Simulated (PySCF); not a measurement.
Saddle point of BH3ClF, closed shell (BH₂Cl ([BH2][Cl]) + HF → BH₂F ([BH2][F]) + HCl; bonds formed: B1–F6, Cl2–H5; bonds broken: B1–Cl2, H5–F6), PBE0-D4/def2-TZVP structure:

B1  (-0.086, 0.290, -0.444)
Cl2  (0.858, -1.371, 0.207)
H3  (0.735, 1.095, -0.744)
H4  (-0.980, -0.041, -1.153)
H5  (0.048, -0.487, 1.150)
F6  (-0.575, 0.514, 0.985)
(Å)

Energies are electronic, without zero-point energy. Barriers and step energies count from the start structure reached by relaxing down the imaginary mode; all methods use the PBE0-D4 structures, on which another method's saddle can fall below an end. PySCF 2.14 with density fitting (its default auxiliary sets; JK sets also for MP2 and CCSD(T)); basis: def2-TZVPP, with def2-QZVPP for the basis limit; cores frozen in the correlated methods. B3LYP uses VWN-RPA correlation. Extrapolation: Hartree–Fock as exp(−7.88 √X), correlation as X^−2.97.

| method | barrier (kJ/mol) | step energy (kJ/mol) |
| --- | --- | --- |
| SPW92 | -9.0 | -37.8 |
| PBE-D4 | ? | -39.5 |
| r2SCAN-D4 | ? | -42.8 |
| PBE0-D4 | 37.3 | -40.4 |
| B3LYP-D4 | 47.8 | -49.5 |
| BHLYP-D4 | 62.9 | -51.3 |
| wB97M-V | 45.9 | -45.0 |
| HF | ? | -59.2 |
| MP2 | 48.9 | -41.1 |
| CCSD | 63.1 | -48.0 |
| CCSD(T) | 54.0 | -45.7 |

**Question.** Fill in the withheld barriers. (To be estimated.)

**Answer.** Computed: HF 105.7; PBE-D4 24.9; r2SCAN-D4 33.5 kJ/mol. Each is the energy of the saddle less that of the start structure, by the same method.

For comparison, the barrier by CCSD(T) at an estimated basis limit (MP2 extrapolated from triple and quadruple zeta, plus CCSD(T) − MP2 in triple zeta) is 54.7 kJ/mol.

No T1 diagnostic of these runs exceeds 0.012.

Labels in which every atom is bracketed show which atoms are joined, not bond orders.

For scale, one of the runs: CCSD(T)/def2-TZVPP, 146 basis functions, launched by `OMP_NUM_THREADS=4 python run.py`. Hardware: 4 CPU threads of an Arm Neoverse V2, shared host. Wall time 76 s; peak host memory 0.95 GiB.
